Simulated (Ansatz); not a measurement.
# CH2F: the cost of one run

Program: Ansatz 0.2.0, Gaussian basis. Level of theory: PBE-D4/cc-pVDZ. These are calculated values, not measurements.

## 1. The system as given

SMILES `[CH2+]F`, 4 atoms, charge 1, spin multiplicity 1.

Atoms are counted from 1 here; the program's logs count them from 0.

Bond lengths: C1–F2 1.227 Å, C1–H3 1.109 Å, C1–H4 1.108 Å. Angles: F2–C1–H3 117.9°, F2–C1–H4 118.0°, H3–C1–H4 124.1°.

As a file:

```xyz
4
CH2F
C    -0.0308   -0.0247   -0.0255
F     0.8404    0.6001    0.5704
H    -0.6885    0.5356   -0.7202
H    -0.1212   -1.1110    0.1752
```

## 2. The run

md/in.yaml

```yaml
crystal:
  periodic: [false, false, false]
  atoms:
    - {symbol: C, position_ang: [-0.030790, -0.024710, -0.025470]}
    - {symbol: F, position_ang: [0.840440, 0.600110, 0.570430]}
    - {symbol: H, position_ang: [-0.688450, 0.535630, -0.720200]}
    - {symbol: H, position_ang: [-0.121200, -1.111030, 0.175250]}
basis:
  gaussian: {orbitals: cc-pVDZ}
total_charge: 1
hamiltonian: {xc: pbe, dispersion: d4}
md: {n_steps: 40, timestep: 0.5, temperature: 300, ensemble: nve, seed: 446, initial_velocities: maxwell_boltzmann}
```

On the command line:

```bash
> ansatz run in.yaml --threads 2 --pin off --events-out ev --progress --plain --max-ram 3481MiB
```

What time and memory should one allow on 2 threads of Arm Neoverse V2, shared host?

About 8.5 s, with a peak of 0.08 GiB.
